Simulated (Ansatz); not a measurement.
C3H4F2O can be A, `C=C(O)C(F)F`, or B, `CC(=O)C(F)F`.

Isolated molecules relaxed with PBE0-D4/def2-TZVP in Ansatz; ΔE leaves out vibrations. CCSD(T)/CBS adds triple-zeta CCSD(T) − MP2 to the extrapolated MP2 energy (def2 sets, frozen cores). DFT in def2-TZVPP. B3LYP here is the variant with VWN-RPA as its local correlation; programs differ in this. Each species was taken in one conformer, which may not be the lowest.

Question: Which is lower in electronic energy at CCSD(T)/CBS, and by how much? (Estimate.)

Answer: The calculation gave: B, by 37.8 kJ/mol.

Question: Give E(B) − E(A) in kJ/mol with HF/def2-TZVPP, PBE-D4, CCSD/def2-TZVPP, B3LYP, r2SCAN-D4, ωB97M-V, B3LYP-D4. (Estimate.)

Answer: Computed: HF/def2-TZVPP -52.4, PBE-D4 -38.5, CCSD/def2-TZVPP -42.4, B3LYP -40.9, r2SCAN-D4 -38.7, ωB97M-V -40.5, B3LYP-D4 -40.3. None reverses the order clearly.

Largest T1 diagnostic: 0.013.

In def2-TZVPP, CCSD(T) changes the Hartree–Fock value by +11.4 kJ/mol (the triples alone add +1.3 kJ/mol) and MP2 by +11.1 kJ/mol.
